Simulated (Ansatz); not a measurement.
Lattice constant a (Å) of solids drawn from the class of tetrahedrally bonded semiconductors and semimetals, at two levels: PBE (PAW; Ansatz, an electronic-structure program), and PBEsol (Ansatz, plane waves, PAW).

```
solid                                 PBE  PBEsol
----------------------------------  -----  ------
zinc-blende HgSe                    6.260   6.133
zinc-blende InSb                    6.635   6.519
zinc-blende GaSb                    6.214   6.111
zinc-blende HgTe                    6.650       ?
zinc-blende HgS (metastable phase)  5.991   5.876
zinc-blende InAs                    6.186   6.087
```

Problem. Estimate the withheld PBEsol value from the other rows.

Solution. One way: carry over the typical ratio. The ratios PBEsol / PBE of the other rows, in order: 0.9797, 0.9808, 0.9825, 0.9834, 0.9840; median 0.9825. Zinc-blende HgTe: 6.650 × 0.9825 = 6.534 Å; the run gives 6.509 Å. The ratios spread from 0.9797 to 0.9840. Zinc-blende HgTe lies outside that spread.

Of 6 rows, PBEsol is the larger in 0 and the smaller in 6.

Ansatz's runs of these crystals have no spin polarisation.

Spin–orbit coupling is left out, also for the solids with elements from indium on (zinc-blende HgSe, zinc-blende InSb, zinc-blende GaSb, zinc-blende HgTe, zinc-blende HgS, zinc-blende InAs); its size isn't shown.

Caveats: the gap of the solid is closed in this run (PBE: zinc-blende InSb, zinc-blende GaSb, zinc-blende InAs; PBEsol: zinc-blende InSb, zinc-blende InAs). Ansatz's density-functional and Hartree–Fock values are scalar-relativistic unless marked +SOC, with PAW data made under PBE.
